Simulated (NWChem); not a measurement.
Molecule: hydrogen peroxide (H2O2); SMILES OO

Computed with NWChem. Pople sets run with spherical d functions. All runs use the structure optimised with B3LYP/6-31G* (spherical d). Level: B3LYP/6-31G* with SMD (1 M gas to 1 M solution), gas-phase geometry.

Question: Order these by “dipole in solution (D)”, lowest first: acetone; 1-octanol; water.

Answer: acetone (1.98), 1-octanol (2.11), water (2.17)
